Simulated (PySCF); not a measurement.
Consider `C[C]1C=C1` (C4H5•, doublet). Atom numbers as in the mapped SMILES `[CH3:1][C:2]1[CH:3]=[CH:4]1`.

Computed at ωB97X-D3(BJ)/ma-def2-TZVP // PBE0-D3(BJ)/def2-SVP with PySCF (density fitting, grid level 2). The prefix ma- adds one diffuse s and one diffuse p function on all atoms but H. Zero-point and thermal terms (298.15 K, 1 bar) come from unscaled GFN2-xTB harmonic frequencies, with soft modes damped to free rotors in the entropy. These were taken at the GFN2-xTB minima.

Q: What are the vertical and the adiabatic ionisation energy for forming the singlet cation?

A: 6.73 eV vertical and 5.41 eV adiabatic, the latter with zero-point energy.

Q: What oxidation potential follows in DMF (IEF-PCM), given that Fc+/Fc comes at 4.54 V absolute with this functional and basis?

A: In the gas phase ΔG of oxidation is 5.423 eV, and solvation is -11.4 kJ/mol for the parent and -247.9 kJ/mol for the product, so the absolute potential is 2.97 V, or -1.57 V against Fc+/Fc. Fc+/Fc in DMF, 4.54 V, is ωB97X-D3(BJ)/ma-def2-TZVP on PBE0-D3(BJ)/def2-SVP structures with GFN2-xTB thermal terms. Benchmark calculations put it near 5.0 V in acetonitrile and DMSO, so it is about 0.5 V low, and the value against it can read up to that much too high. The solvent is electrostatics only, on gas-phase structures; the absolute scale refers to an electron at rest in vacuum.
